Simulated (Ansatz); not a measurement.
BSiH$_{3}$ (H-bridged): how the vertical ionisation to the doublet moves with the basis

BSiH3 (H-bridged), singlet; coordinates (Å): Si 0.009 0.000 0.602; B 0.082 0.000 -1.215; H -0.656 -0.941 -0.667; H -0.656 0.941 -0.667; H 0.172 0.000 -2.396. Quantity: vertical ionisation to the doublet.

Ansatz 0.2.0, basis cc-pVDZ or cc-pVTZ; geometries are PBE0/def2-TZVP minima. Wave-function levels freeze the cores; HF, MP2 and coupled cluster are restricted for singlets and unrestricted otherwise, Kohn–Sham unrestricted where that lies lower. NEVPT2 stands on CASSCF in the full valence space. The reference is CCSDT(Q) (coupled cluster only where its series has nearly closed). Semilocal and hybrid functionals correlate all electrons outside any core potential and usually lie nearer their basis limit than the reference, so part of their error here is the reference's basis and frozen-core error; RPA and the MP2 part of double hybrids freeze the same cores as the reference. None of these values is a measured one. Energies are electronic, without zero-point terms. No spin–orbit coupling and no scalar relativity. The species are chosen: bound, without strong static correlation by their natural occupations or amplitudes, in their lowest spin state as far as vertical gaps and like structures tell, with only the lowest ion state computed, and with a ladder that closes on the reference, so errors are smaller than for species at large; levels whose determinant breaks symmetry or spin markedly are left out.

```csv
level,cc-pVDZ (eV),cc-pVTZ (eV)
reference,8.932 (CCSDT(Q)),9.106 (CCSDT(Q))
CCSD(T),8.932,9.106
CCSDT,8.926,9.098
NEVPT2,8.757,8.883
PBE,9.007,9.020
B3LYP,9.048,9.057
wB97M-V,9.085,9.095
RPA-PBE,9.080,9.322
```

From cc-pVDZ to cc-pVTZ the reference moves by 0.174 eV and PBE by 0.013; the step from CCSD(T) to the reference is 0.000 in the first and 0.001 in the last.
